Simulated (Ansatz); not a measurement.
Cost and result for the atomization energy of CH3FNP, SMILES `F/C=N/P` (7 atoms, 6 bonds).

| atom | x (Å) | y (Å) | z (Å) |
| --- | --- | --- | --- |
| F1 | -2.021 | 1.328 | -0.442 |
| C2 | -1.027 | 0.674 | 0.146 |
| N3 | -0.158 | 0.103 | -0.535 |
| P4 | 1.086 | -0.716 | 0.369 |
| H5 | -1.119 | 0.735 | 1.235 |
| H6 | 1.059 | -1.917 | -0.390 |
| H7 | 2.179 | -0.208 | -0.383 |

The species carries charge 0 and has multiplicity 1. Geometry: relaxed with PBE0-D4/def2-TZVP. It is one conformer, not always the lowest. Program: Ansatz. All runs use 2 threads of an INTEL XEON PLATINUM 8581C on a shared host. Times are those of one run each, without the atoms' runs, and a repeat can differ threefold. Electronic energies, without spin–orbit coupling; frozen cores. CCSD(T)/CBS adds CCSD(T) − MP2 in def2-TZVPP to the MP2 limit, and its time is that of the two runs behind it. T1 = 0.014.

CCSD(T)/CBS is a level of theory with its own doubt, some kJ/mol a heavy atom from the limit and from the frozen cores, so smaller differences don't rank the functionals.

| level | functions | wall time |
| --- | --- | --- |
| LDA (SPW92)/def2-TZVPP | 177 | 0.7 s |
| revPBE-D4/def2-TZVPP | 177 | 0.85 s |
| BLYP-D4/def2-TZVPP | 177 | 0.85 s |
| CCSD(T)/def2-SVP | 75 | 1.1 s |
| BHLYP-D4/def2-TZVPP | 177 | 1.3 s |
| r2SCAN-D4/def2-TZVPP (with forces) | 177 | 2.1 s |
| B2PLYP/def2-TZVPP | 177 | 2.4 s |
| PBE-QIDH/def2-TZVPP | 177 | 2.4 s |
| ωB97X-V/def2-TZVPP | 177 | 3.1 s |
| B97M-V/def2-TZVPP | 177 | 3.4 s |
| MP2/def2-QZVPP | 331 | 11 s |
| CCSD(T)/def2-TZVPP | 177 | 22 s |
| CCSD(T)/CBS(def2) | – | 33 s |

(1) What atomization energy does each give, and how far from CCSD(T)/CBS? (An estimate is asked.)

Results:

(1) Computed: 
| level | atomization (kJ/mol) | difference from CCSD(T)/CBS | per bond |
| --- | --- | --- | --- |
| LDA (SPW92)/def2-TZVPP | 2894.1 | 476.7 | 79.4 |
| revPBE-D4/def2-TZVPP | 2454.3 | 36.9 | 6.2 |
| BLYP-D4/def2-TZVPP | 2482.9 | 65.5 | 10.9 |
| CCSD(T)/def2-SVP | 2222.0 | -195.4 | -32.6 |
| BHLYP-D4/def2-TZVPP | 2324.6 | -92.8 | -15.5 |
| r2SCAN-D4/def2-TZVPP (with forces) | 2426.9 | 9.5 | 1.6 |
| B2PLYP/def2-TZVPP | 2408.4 | -9.0 | -1.5 |
| PBE-QIDH/def2-TZVPP | 2386.2 | -31.2 | -5.2 |
| ωB97X-V/def2-TZVPP | 2458.6 | 41.2 | 6.9 |
| B97M-V/def2-TZVPP | 2445.8 | 28.4 | 4.7 |
| MP2/def2-QZVPP | 2431.9 | 14.5 | 2.4 |
| CCSD(T)/def2-TZVPP | 2331.4 | -86.0 | -14.3 |
| CCSD(T)/CBS(def2) | 2417.4 | 0.0 | 0.0 |

The D4 term adds +19.0 kJ/mol with B3LYP and +9.7 kJ/mol with PBE0; it sums over pairs of atoms, weighted by their polarisabilities, and B3LYP, whose exchange is more repulsive, gets the larger term. From PBE to PBE0 (25 % exact exchange), in def2-TZVPP and without D4, the atomization energy moves by −93.0 kJ/mol: exact exchange takes away binding that semilocal exchange gives to molecules. At CCSD(T), def2-SVP lies −195.4 kJ/mol from the extrapolated value and def2-TZVPP −86.0 kJ/mol: correlation converges slowly with the basis, and small sets miss more of it in the bonded molecule than in its fragments.

B3LYP here is the variant with VWN-RPA as its local correlation; programs differ in this.
